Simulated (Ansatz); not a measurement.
A trace of molecular dynamics of CH$_{5}$BO (8 atoms, charge 0, multiplicity 1).

Method: Ansatz, RKS PBE0-D4/def2-SVP.

```json
{
  "ensemble": "NVT, Nosé–Hoover chain",
  "set temperature": "700 K",
  "thermostat": "time constant 3 fs, chain length 1",
  "seed": "175584"
}
```

```
time (fs)  T (K)  potential energy less start (eV)  conserved less start (meV/atom)
      0.0    700                             0.000                             0.00
      1.5    536                             0.133                             0.08
      3.0    380                             0.297                             0.14
      4.5    585                             0.255                             0.13
      6.0   1109                             0.103                             0.00
      7.5    934                             0.372                             0.13
      9.0    747                             0.509                             0.23
     10.5   1006                             0.243                             0.01
     12.0    663                             0.341                             0.13
     13.5    438                             0.416                             0.15
     15.0    557                             0.297                             0.14
     16.5    869                             0.061                             0.03
     18.0    764                             0.089                             0.03
     19.5    530                             0.216                             0.15
     21.0    682                             0.086                             0.00
     22.5    557                             0.189                             0.07
     24.0    379                             0.366                             0.14
     25.5    532                             0.355                             0.13
     27.0   1064                             0.193                             0.08
     28.5   1271                             0.199                             0.06
     30.0    879                             0.361                             0.26
     31.5    898                             0.105                             0.01
     33.0    597                             0.061                             0.01
     34.5    300                             0.159                             0.07
     36.0    304                             0.129                             0.05
     37.5    509                             0.018                             0.02
     39.0    695                             0.009                            -0.01
     40.5    662                             0.197                             0.15
```

Problem. Can this run be trusted? Judge the integration.

Solution. The conserved energy stayed within 0.33 meV per atom of its start (net change 0.11 meV per atom), so the integration is sound. A run of 0.042 ps of so small a system gives no equilibrium averages. The time step was 0.25 fs.

Time of the run: 4.4 min on 1 thread of Arm Neoverse V1 (shared host), peak memory 0.11 GiB.
